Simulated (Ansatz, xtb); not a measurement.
# CH5AlO+: where a starting geometry ends

The starting geometry of this gas-phase doublet has its atoms placed at random.

```xyz
8

C     0.9202    1.0756   -0.3025
Al   -0.3031   -0.1579    0.0761
O     0.3028   -0.3647    1.7877
H    -0.3314   -1.2435    1.2262
H     0.4600    1.3248    0.6581
H     0.9998   -0.6345   -0.5602
H     0.8623    1.1901   -1.8389
H    -1.2568    0.1759   -1.4302
```

Task: One run relaxed it with r2SCAN-D4/def2-SVP. What is a likely outcome?

Result: It ends as a structure given below by its coordinates. Distances that change by over a tenth: C1–Al2 (1.78 → 2.15 Å), Al2–O3 (1.83 → 1.63 Å), Al2–H8 (1.81 → 1.58 Å). Contacts that open: Al2–H4 (1.58 → 2.59 Å), Al2–H5 (1.77 → 2.50 Å), Al2–H6 (1.53 → 2.50 Å). Contacts that close: C1–H6 (1.73 → 1.10 Å), C1–H7 (1.54 → 1.10 Å), O3–H4 (1.22 → 0.96 Å).

The energy falls by 9.99 eV over 16 steps:

```json
{"step": "1", "E − E(last) (eV)": "9.987"}
{"step": "3", "E − E(last) (eV)": "2.669"}
{"step": "4", "E − E(last) (eV)": "1.377"}
{"step": "6", "E − E(last) (eV)": "0.344"}
{"step": "8", "E − E(last) (eV)": "0.065"}
{"step": "9", "E − E(last) (eV)": "0.027"}
{"step": "11", "E − E(last) (eV)": "0.009"}
{"step": "13", "E − E(last) (eV)": "0.000"}
{"step": "14", "E − E(last) (eV)": "0.000"}
{"step": "16", "E − E(last) (eV)": "0.000"}
```

Final geometry (Å):

```json
{"atom": "C", "x (Å)": "1.0838", "y (Å)": "0.9370", "z (Å)": "-0.6378"}
{"atom": "Al", "x (Å)": "-0.6383", "y (Å)": "-0.2115", "z (Å)": "-0.0664"}
{"atom": "O", "x (Å)": "-0.4701", "y (Å)": "-0.9915", "z (Å)": "1.3528"}
{"atom": "H", "x (Å)": "-0.3670", "y (Å)": "-1.4491", "z (Å)": "2.1881"}
{"atom": "H", "x (Å)": "1.0873", "y (Å)": "1.5607", "z (Å)": "0.2698"}
{"atom": "H", "x (Å)": "1.7688", "y (Å)": "0.0749", "z (Å)": "-0.6603"}
{"atom": "H", "x (Å)": "0.8560", "y (Å)": "1.4280", "z (Å)": "-1.5905"}
{"atom": "H", "x (Å)": "-1.6667", "y (Å)": "0.0173", "z (Å)": "-1.2394"}
```

From the same start GFN2-xTB reaches the same bonding as this run.

From so rough a start the end depends on the optimiser's path, so another program may land elsewhere. No frequencies were run, so the end isn't proven a minimum. Open shells are spin-unrestricted. Run with Ansatz 0.2.0, 56 s on 2 threads of Arm Neoverse V2, with other jobs on the host.
